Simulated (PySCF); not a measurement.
# How well do the runs reproduce experiment for C6H5Cl?

**Measured values to compare with.**

From NIST CCCBDB Release 22 (SRD 101), experimental dipoles, for the gas: dipole moment 1.78 ± 0.06 D.

From NIST CCCBDB Release 22 (SRD 101), experimental polarizabilities, for the gas: mean polarisability 11.861 Å³.

The results are set against them at the end.

Compound: C6H5Cl.
SMILES with atom numbers: `[Cl:1][c:2]1[cH:3][cH:4][cH:5][cH:6][cH:7]1` (hydrogens: H8 on C3; H9 on C4; H10 on C5; H11 on C6; H12 on C7)

Structure used (GFN2-xTB), in Å, numbered top down from 1:
```xyz
12
C6H5Cl angstrom
Cl     3.0427    0.2186   -0.0055
C      1.3164    0.0946   -0.0044
C      0.5497    1.2483    0.0103
C     -0.8303    1.1419    0.0113
C     -1.4360   -0.1033   -0.0006
C     -0.6580   -1.2488   -0.0155
C      0.7231   -1.1572   -0.0171
H      1.0286    2.2149    0.0215
H     -1.4325    2.0380    0.0228
H     -2.5127   -0.1807    0.0030
H     -1.1255   -2.2218   -0.0242
H      1.3356   -2.0451   -0.0275
```

Runs made with PySCF (gas phase, on this GFN2-xTB geometry; no spin–orbit coupling):

| level | job | basis functions | wall time |
| --- | --- | --- | --- |
| PBE0/def2-SVPD | 8 singlets by full TDDFT, 3 Tamm–Dancoff triplets, polarisability | 187 | 28 s |

Hardware: an Arm Neoverse V1 with one thread, no GPU, on a shared host.

Results beside the measurements:

**Dipole moment.** Measured: 1.78 D (NIST CCCBDB Release 22 (SRD 101), experimental dipoles).

| level | computed (D) | computed − measured (D) | % (from the printed values) |
| --- | --- | --- | --- |
| PBE0/def2-SVPD | 1.79 | +0.01 | +1 |

The computed dipoles belong to one fixed geometry; measured ones are averaged over vibrations unless marked μe. Magnitudes are compared, not signs.

**Mean polarisability.** Measured: 11.861 Å³ (NIST CCCBDB Release 22 (SRD 101), experimental polarizabilities).

| level | computed (Å³) | computed − measured (Å³) | % (from the printed values) |
| --- | --- | --- | --- |
| PBE0/def2-SVPD | 11.960 | +0.099 | +1 |

The computed values are static and purely electronic, with core orbitals frozen in the response (1 au = 0.148185 Å³). The table of measured values doesn't say here whether a value is static or optical, or holds a vibrational part.

No measured geometry was used, and the causes of the misses weren't examined.
